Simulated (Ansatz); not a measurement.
# P₂Pb: from a trial structure to a relaxed crystal

These are results of DFT r2SCAN, scalar-relativistic, plane waves, PAW in Ansatz 0.2.0, not measurements. Cutoff 500 eV, Γ-centred k mesh, Gaussian smearing, no spin polarisation in the final step.

The start puts P₂Pb on the anti-CaC2 structure type (I4/mmm, No. 139), with Pb in place of Ca, P in place of C, at a guessed volume.

```
CELL_PARAMETERS angstrom
-2.18871 2.18871 3.58971
2.18871 -2.18871 3.58971
2.18871 2.18871 -3.58971
ATOMIC_POSITIONS crystal
P 0.59300 0.59300 0.00000
P 0.40700 0.40700 0.00000
Pb 0.00000 0.00000 0.00000
```

Cell and atoms relax at zero pressure; the relaxation can't lower the symmetry of the start. After a coarse first stage the cell is made exact in the group found at 0.06 Å.

Energies over the elements count from the elements' standard structures at the same level, with no empirical corrections.

Q: Which crystal results?

A: It keeps I4/mmm (No. 139). The result has the CaC2 structure. Conventional cell: a = 4.109 Å, c = 10.154 Å. P is coordinated by 1 P at 2.06 Å; around Pb lie 8 P at 3.08 Å.

```xyz
3
Lattice="-2.0545 2.0545 5.0772 2.0545 -2.0545 5.0772 2.0545 2.0545 -5.0772" Properties=species:S:1:pos:R:3 pbc="T T T"
P     0.0000    0.0000    6.1080
P     0.0000    0.0000    4.0464
Pb    0.0000    0.0000    0.0000
```

Q: What are its volume, energy, density and gap?

A: The volume per atom is 28.6 Å³ and the density is 5.2 g/cm³. The energy over the elements is 0.35 eV/atom and the gap on the 16×16×16 mesh is 0 eV (a metal).

The final run used a 16×16×16 mesh on its 3-atom cell and 0.10 eV smearing. The k mesh leaves about 4 meV/atom of noise in metals. No dispersion correction is applied, so the spacing between layers, chains or molecules is poorly fixed, and with it the volume and density. Spin–orbit coupling is left out. A structure relaxed within its symmetry needn't be a true minimum.

Cost: 3 runs of about 6.9 core-minutes in all, on Arm Neoverse V1 (shared hosts).